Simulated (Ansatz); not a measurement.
SnW: from a trial structure to a relaxed crystal

These are results of DFT PBE, scalar-relativistic, plane waves, PAW (Ansatz), not measurements. Cutoff 420 eV, Γ-centred k mesh, Gaussian smearing, no spin polarisation in the final step.

The start puts SnW on the sites of a reported TbGa cell (Cmcm, No. 63), with Sn in place of Tb, W in place of Ga, at a guessed volume.

```
Sn W
1.0
     2.12092   -5.33903    0.00000
     2.12092    5.33903    0.00000
     0.00000    0.00000    4.00672
Sn W
2 2
Direct
  0.85900 0.14100 0.75000
  0.14100 0.85900 0.25000
  0.57400 0.42600 0.75000
  0.42600 0.57400 0.25000
```

Cell and atoms relax at zero pressure; the relaxation can't lower the symmetry of the start. After a coarse first stage the cell is made exact in the group found at 0.06 Å.

Formation energies are uncorrected and refer to the elements' standard structures at the same level.

(1) What does it relax into?

(2) What are its volume, energy, density and gap?

Results:

(1) It keeps Cmcm (No. 63). The result has the CrB (Sn on Cr sites) structure. Conventional cell: a = 3.448 Å, b = 10.446 Å, c = 4.444 Å. Sn is coordinated by 7 W at 2.90–2.96 Å; W has 2 W at 2.63 Å, 7 Sn at 2.90–2.96 Å and 2 W at 3.45 Å.

```xyz
4
Lattice="1.7238 -5.2231 0.0000 1.7238 5.2231 0.0000 0.0000 0.0000 4.4442" Properties=species:S:1:pos:R:3 pbc="T T T"
Sn    1.7238   -3.5967    3.3331
Sn    1.7238    3.5967    1.1110
W     1.7238   -0.6993    3.3331
W     1.7238    0.6993    1.1110
```

(2) The volume per atom is 20.01 Å³. The density is 12.56 g/cm³. The energy over the elements is 0.52 eV/atom and the gap on the 14×14×10 mesh is 0 eV (a metal).

The final run used a 14×14×10 mesh on its 4-atom cell and 0.10 eV smearing. The k mesh leaves about 4 meV/atom of noise in metals. Spin–orbit coupling is left out. Symmetry constrained the relaxation, so the result can be a saddle point. The steps took of the order of 4 core-minutes in all.